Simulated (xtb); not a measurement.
The linear singlet lies higher and needs more than one determinant, so no gap is given.

A geometry relaxed with GFN2-xTB in xtb, charge 1, multiplicity 3:

```xyz
2

H     -0.6861     0.0000     0.0000
S      0.6861     0.0000     0.0000
```

**Question.** Write the SMILES of this molecule.

**Answer.** `[SH+]`
